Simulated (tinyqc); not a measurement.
Starting guesses with DIIS over 6 matrices: SCF starting guesses in the sto-6g basis, for H3O+, spin multiplicity 1. Computed by the program tinyqc with PySCF. Command: `OMP_NUM_THREADS=1 python tinyqc.py 115913 115914 out.jsonl`; one thread of a shared host (Intel(R) Xeon(R) Processor @ 2.60GHz), about 1 s.

Geometry (angstrom):

| atom | x | y | z |
|---|---|---|---|
| O | 0.0000 | 0.0000 | 0.1050 |
| H | 1.0040 | 0.0000 | 0.0000 |
| H | -0.5020 | 0.8700 | 0.0000 |
| H | -0.5020 | -0.8700 | 0.0000 |

lowest restricted solution found by these runs and by PySCF = -76.038980 hartree

RHF with one setting changed at a time; a run stops when the energy changes by less than 1e-09 hartree and the error matrix is below 1e-5. Starts: the lowest orbitals of the core Hamiltonian, of the Wolfsberg-Helmholz matrix (K = 1.75), projected atomic densities, random orbitals, and the highest orbitals of the core Hamiltonian (a deliberately bad start).

Largest element of the error matrix X^T (FDS - SDF) X:

| iteration | core | Wolfsberg-Helmholz | atomic densities | random | highest core orbitals |
|---|---|---|---|---|---|
| 1 | 7.5e-01 | 6.1e-01 | 1.1e+00 | 1.0e+01 | 2.2e-01 |
| 2 | 1.8e-01 | 8.8e-02 | 3.0e-01 | 6.7e-01 | 7.6e-01 |
| 3 | 1.2e-02 | 1.5e-02 | 2.7e-02 | 1.2e-01 | 7.6e-01 |
| 4 | 1.6e-03 | 1.4e-03 | 4.6e-03 | 4.2e-02 | 7.6e-01 |
| 5 | 5.4e-04 | 4.7e-04 | 1.7e-04 | 5.8e-03 | 7.6e-01 |
| 6 | 1.0e-04 | 8.4e-06 | 3.1e-05 | 1.0e-03 | 7.6e-01 |
| 8 | 2.3e-08 | - | 4.8e-09 | 4.8e-05 | 2.1e-01 |
| 10 | - | - | - | 9.4e-07 | 6.8e-03 |
| 14 | - | - | - | - | 5.9e-06 |

How each run ends:

| run | iterations | E (hartree) | state |
|---|---|---|---|
| core | 8 | -76.038980 | lowest found |
| Wolfsberg-Helmholz | 7 | -76.038980 | lowest found |
| atomic densities | 8 | -76.038980 | lowest found |
| random | 10 | -76.038980 | lowest found |
| highest core orbitals | 15 | -76.038980 | lowest found |

5 of 5 runs reach the lowest restricted solution found, in 7 to 15 iterations (fastest: Wolfsberg-Helmholz). The first errors are 8e-01, 6e-01, 1e+00, 1e+01, 2e-01; the deliberately bad start has the smallest one, so a small first error does not mark a good start.
